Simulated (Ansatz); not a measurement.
Species: NH2 (charge 0, doublet). SMILES: [NH2]
Structure (B3LYP-D3(BJ)/def2-TZVP (Ansatz, a first-principles code) minimum search):
```
N
H 1 1.0284
H 1 1.0284 2 103.25
```
Charge 0, spin multiplicity 2.

Wanted: enthalpy of formation at 298 K, in kcal/mol. Terms: valence correlation only; dispersion terms only where a functional's name holds one; LANL2DZ all-electron up to Ne; non-relativistic; 6-31G* and kin with 6d, 5d where marked; UHF or UKS for open shells; 6-311+G** with 5d; no spin-orbit coupling. CBS marks a two-point X^-3 extrapolation of the correlation energy; Hartree-Fock from the larger set (for Q and 5 zeta extrapolated as (X+1)exp(-9√X)). Ab initio and DFT rows: single points at B3LYP-D3(BJ) geometries (Ansatz), with unscaled harmonic terms from B3LYP/6-31G* at its own minima, enthalpies of formation by atomisation with measured atoms.

Measured values: G2/97 table in ASE (Curtiss et al.), the entry of H2N doubted and unchecked; they hold spin-orbit and core effects, anharmonicity. 

Value to compare with, the measured value: 45.1 kcal/mol.

```tsv
level	program	enthalpy of formation at 298 K (kcal/mol)	error
PBE/STO-3G	Ansatz	35.2	-9.9
PBE/3-21G	Ansatz	58.0	12.9
PBE/LANL2DZ	Ansatz	54.4	9.3
PBE/6-31G*	Ansatz	45.6	0.5
PBE/def2-SVP	Ansatz	43.7	-1.4
PBE/6-311+G**	Ansatz	41.0	-4.1
PBE/def2-TZVPD	Ansatz	39.1	-6.0
CCSD(T)/CBS(cc-pVQZ,cc-pV5Z)	Ansatz	44.8	-0.3
```

Among the 6 habitual levels, PBE/3-21G lies farthest from the measured value (12.9 kcal/mol) and PBE/6-31G* nearest (0.5); 3 of 6 lie above it, and their mean absolute error is 6.4 kcal/mol, the median 6.7. One case shows no general order.

The sets are all those run for this method; runs whose electronic state is in doubt are left out.
